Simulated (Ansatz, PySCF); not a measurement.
Molecule: C2H3O, charge 0, multiplicity 2. SMILES: [CH2]C=O
Geometry: optimised at B3LYP-D3(BJ)/def2-TZVP (Ansatz, a first-principles code).

Wanted: enthalpy of formation at 298 K, in kcal/mol. Conventions: no dispersion term unless named; no spin-orbit coupling; 6-311+G** with 5d; open shells spin-unrestricted; non-relativistic. Ab initio and DFT rows: single points at B3LYP-D3(BJ) geometries (Ansatz), with unscaled harmonic terms from B3LYP/6-31G* (Ansatz) at its own minima, enthalpies of formation by atomisation with measured atoms.

| species | coefficient | E at B3LYP/6-311+G** (Ansatz), Eh | E at M06-2X/def2-TZVPD (PySCF), Eh | H(298 K) - E, kcal/mol |
|---|---|---|---|---|
| [CH2]C=O | +1 | -153.22261 | -153.16230 | 29.60 |
| C atom | -2 | -37.85727 | -37.84258 | - |
| H atom | -3 | -0.50216 | -0.49815 | - |
| O atom | -1 | -75.08988 | -75.06660 | - |

The atoms take no thermal term, since their enthalpies of formation at 0 K are used: the result is the sum of coefficient times E, plus the molecule's thermal term, plus number times (enthalpy of formation minus H(298) - H(0)) over the atoms. Measured values of the atoms (G2/97 table in ASE), kcal/mol:

```csv
atom,number,enthalpy of formation of the gas at 0 K,H(298) - H(0) of the element's standard state
C,2,169.98,0.25
H,3,51.63,1.01
O,1,58.99,1.04
```

 1 Eh = 627.5095 kcal/mol.

**Question.** Compute it at each level from the table.

**Answer.** 
- B3LYP/6-311+G**: the sum of coefficient times E is -0.91171 Eh, or -572.11 kcal/mol; the thermal terms add 29.60; the atoms' measured terms add 549.27. Result: 6.8 kcal/mol.
- M06-2X/def2-TZVPD: the sum of coefficient times E is -0.91609 Eh, or -574.86 kcal/mol; the thermal terms add 29.60; the atoms' measured terms add 549.27. Result: 4.0 kcal/mol.
